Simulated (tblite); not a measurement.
Compound: C5H7O (doublet state).
Numbering: `[OH:1][CH2:2][CH2:3][C:4]1=[CH:5][CH:6]1` (hydrogens: H7 on O1; H8, H9 on C2; H10, H11 on C3; H12 on C5; H13 on C6)
Bond orders are those of one Lewis drawing.

Computed with GFN2-xTB (tblite), gas phase: L-BFGS steps from a force-field or distance-geometry start until the largest atomic force falls under 0.01 eV/Å.

Step 9: E = -493.6025 eV
```
atom  x, y, z in Å  |  force x, y, z in eV/Å
O1     -1.8319   -0.8780    1.0208    0.114  -0.016   0.053
C2     -1.6858    0.1432    0.0669   -0.126  -0.021   0.138
C3     -0.3589    0.0657   -0.7233   -0.412  -0.319  -0.031
C4      0.9263    0.2267   -0.0338   -0.002  -0.183  -0.016
C5      1.9298   -0.4595    0.5180   -0.133   0.446  -0.147
C6      2.1809    0.9321    0.0337    0.004   0.090   0.372
H7     -1.1280   -0.8199    1.6747    0.094   0.059   0.039
H8     -2.5240   -0.0520   -0.6179    0.244   0.248  -0.044
H9     -1.8302    1.1322    0.5294    0.135  -0.044  -0.053
H10    -0.3033   -0.9800   -1.0422   -0.228   0.014  -0.528
H11    -0.4341    0.7583   -1.5742    0.085  -0.226   0.199
H12     2.2795   -1.3862    0.9073    0.082   0.147  -0.006
H13     2.7754    1.3178   -0.7772    0.142  -0.194   0.023
```

Step 10: E = -493.6339 eV
```
atom  x, y, z in Å  |  force x, y, z in eV/Å
O1     -1.8283   -0.8706    1.0218    0.018  -0.188   0.153
C2     -1.6819    0.1452    0.0686   -0.150  -0.041   0.131
C3     -0.3660    0.0522   -0.7296   -0.245  -0.210   0.021
C4      0.9185    0.2138   -0.0290   -0.047  -0.085  -0.283
C5      1.9347   -0.4598    0.5053   -0.079   0.488  -0.111
C6      2.1862    0.9255    0.0351   -0.074   0.113   0.367
H7     -1.1254   -0.8206    1.6766    0.126   0.087   0.036
H8     -2.5186   -0.0412   -0.6128    0.095   0.169  -0.130
H9     -1.8344    1.1303    0.5302    0.230   0.063  -0.032
H10    -0.3268   -0.9873   -1.0746   -0.172   0.058  -0.387
H11    -0.4461    0.7527   -1.5708    0.140  -0.161   0.140
H12     2.2908   -1.3664    0.9242    0.126  -0.020   0.038
H13     2.7930    1.3266   -0.7627    0.031  -0.275   0.058
```

**Question.** Estimate the geometry and energy of step 11. (The exact step hangs on the optimiser's Hessian estimate; all steps are aligned on step 10, rigid shifts and turns removed.)

**Answer.** E = -493.6655 eV, largest force 0.434 eV/Å
```
atom  x, y, z in Å  |  force x, y, z in eV/Å
O1     -1.8243   -0.8674    1.0260   -0.076  -0.270   0.217
C2     -1.6805    0.1454    0.0735   -0.128  -0.084   0.083
C3     -0.3781    0.0348   -0.7350    0.012  -0.094   0.004
C4      0.9065    0.1998   -0.0299   -0.089   0.064  -0.420
C5      1.9385   -0.4510    0.4916    0.134   0.142   0.124
C6      2.1909    0.9232    0.0444   -0.159   0.132   0.201
H7     -1.1198   -0.8192    1.6791    0.134   0.099   0.025
H8     -2.5113   -0.0265   -0.6111   -0.091   0.068  -0.164
H9     -1.8332    1.1299    0.5304    0.298   0.138   0.015
H10    -0.3535   -0.9938   -1.1154   -0.133   0.064  -0.206
H11    -0.4544    0.7434   -1.5641    0.125  -0.034   0.023
H12     2.3040   -1.3464    0.9405    0.064   0.095  -0.054
H13     2.8108    1.3283   -0.7476   -0.091  -0.319   0.152
```

The energy changes by -0.0316 eV. The first-order estimate −F·Δx gives -0.0456 eV and the mean of the old and new forces, exact on a quadratic surface, -0.0314 eV. The step makes an angle of 56° with the force vector and moves no atom by more than 0.049 Å.

What follows is the cost of the whole relaxation. On one thread, Arm Neoverse V1 (aarch64), shared host with 32 logical CPUs at a one-minute load of 20, this took 0.29 s.
